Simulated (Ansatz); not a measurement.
# SiH4 (singlet): the correlation ladder at distance Si1–H5 = 2.075 Å, cc-pVDZ

The task here is to estimate one member of a computed series from the others.

Program: Ansatz 0.2.0, Gaussian basis. Level of theory: cc-pVDZ, core rule «outside noble gas», up to 5 orbitals frozen. These are calculated values, not measurements.

To be run: UHF; CCSD(T) on RHF; BCCD(T) on RHF; CISD; CCSDT(Q) on RHF; CASSCF and MRCISD+Q, 2 electrons in 2 orbitals; CASSCF and NEVPT2, 2 electrons in 2 orbitals; CASSCF and MRCISD+Q, 8 electrons in 8 orbitals; CASSCF and NEVPT4(SD), 8 electrons in 8 orbitals; CASSCF and NEVPT2, 8 electrons in 8 orbitals.

18 further runs of the same task are left out: 2 for a mislabelled method, 12 that didn't finish, 4 set aside as unsound or not needed.

## The geometry

The geometry derives from a PBE0/def2-TZVP stationary point (not a proven minimum). One bond is set to the value named and the two fragments are kept rigid.

5 atoms, charge 0, spin multiplicity 1.

Atoms are counted from 1 here; the program's logs count them from 0.

Bond lengths: Si1–H2 1.485 Å, Si1–H3 1.485 Å, Si1–H4 1.485 Å. Angles: H2–Si1–H3 109.5°, H2–Si1–H4 109.5°, H3–Si1–H4 109.5°.

Set-up of the first run:

File in.yaml:

```yaml
crystal:
  periodic: [false, false, false]
  atoms:
    - {symbol: Si, position_ang: [-0.010713, 0.010731, 0.010647]}
    - {symbol: H, position_ang: [0.845137, 0.869476, 0.867478]}
    - {symbol: H, position_ang: [-0.870265, -0.843692, 0.868092]}
    - {symbol: H, position_ang: [-0.865443, 0.866266, -0.850503]}
    - {symbol: H, position_ang: [1.189089, -1.191063, -1.181741]}
basis:
  gaussian: {orbitals: cc-pVDZ}
magnetization: {spin_polarized: true, initial_magnetization: 0}
hamiltonian: {xc: hf}
output: {orbitals: {seedname: orbitals}}
```

Started as:

```console
ansatz run in.yaml --threads 1 --pin off --events-out ev --progress --plain --max-ram 2393MiB
```

Steps of the session up to this table: UHF; CCSD(T) on RHF; BCCD(T) on RHF; CISD; CCSDT(Q) on RHF; CASSCF and MRCISD+Q, 2 electrons in 2 orbitals; CASSCF and NEVPT2, 2 electrons in 2 orbitals; CASSCF and MRCISD+Q, 8 electrons in 8 orbitals; CASSCF and NEVPT4(SD), 8 electrons in 8 orbitals; CASSCF and NEVPT2, 8 electrons in 8 orbitals.

One table of the session follows, with a row left open; its other results are not shown here.

| method | from RCCSDT(Q) (kJ/mol) |
| --- | --- |
| RHF | +412.9 |
| RMP2 | +101.8 |
| CISD | ? |
| RCCSD | +10.9 |
| RCCSD(T) | +2.4 |
| BCCD(T) | +2.4 |
| RCCSDT | +0.3 |
| RCCSDT(Q) | 0 |
| CASSCF pair | +341.9 |
| NEVPT2 pair | +82.7 |
| MRCISD pair | +21.0 |
| MRCISD+Q pair | -1.0 |
| CASSCF valence | +228.4 |
| NEVPT2 valence | +74.6 |
| NEVPT4(SD) valence | +11.9 |
| MRCISD valence | +10.6 |
| MRCISD+Q valence | +0.9 |

Estimate the missing values for CISD.

The run gave: from RCCSDT(Q) (kJ/mol): +34.3. In the column «from RCCSDT(Q) (kJ/mol)» it lies between MRCISD pair (+21.0) and NEVPT2 valence (+74.6).
